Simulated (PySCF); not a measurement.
## Continuum solvent and chemical shifts

Atoms are numbered as in `[CH:1]#[C:2][S:3][CH2:4][CH3:5]`; H(Xn) means a hydrogen on atom n.

GIAO PBE0/pcSseg-1 in PySCF 2.14.0 with density-fitted response routines on one PBE0-D3(BJ)/def2-SVP conformer, non-relativistic, equivalent nuclei averaged. Solvents enter as an IEF-PCM continuum (chloroform with ε = 4.7, dimethylsulfoxide with ε = 46.8) around the gas-phase geometry. Shifts are referred to TMS, CS2 computed in the same medium.

In chloroform, δ in ppm: C1 92.2, C2 79.8, C4 35.7, C5 16.4, S3 -26.4, H(C1) 3.08, H(C4) 2.56, H(C5) 1.39. Dipole moment 2.27 D.

Problem. How does each δ change in the more polar medium?

Solution. 
| atoms | environment | Δδ, dimethylsulfoxide |
| --- | --- | --- |
| C1 | terminal alkyne carbon | +0.5 |
| C2 | alkyne carbon | +0.5 |
| C4 | sp3 CH2 bonded to S | +0.4 |
| C5 | methyl carbon | +0.3 |
| S3 | sulfide sulfur | -3.5 |
| H(C1) | hydrogen on a terminal alkyne carbon | +0.12 |
| H(C4) | hydrogen on an sp3 CH2 bonded to S | +0.09 |
| H(C5) | hydrogen on a methyl carbon | 0.00 |

Changes are relative to chloroform. The dipole moment becomes 2.44 D in dimethylsulfoxide.

Problem. Which nuclei move most (in ppm), and what does the model miss?

Solution. S3 (sulfide sulfur, -3.5 ppm) in dimethylsulfoxide. A continuum only polarises the solute; specific hydrogen bonds, the anisotropy of aromatic solvents and changes of geometry or conformer are outside it.
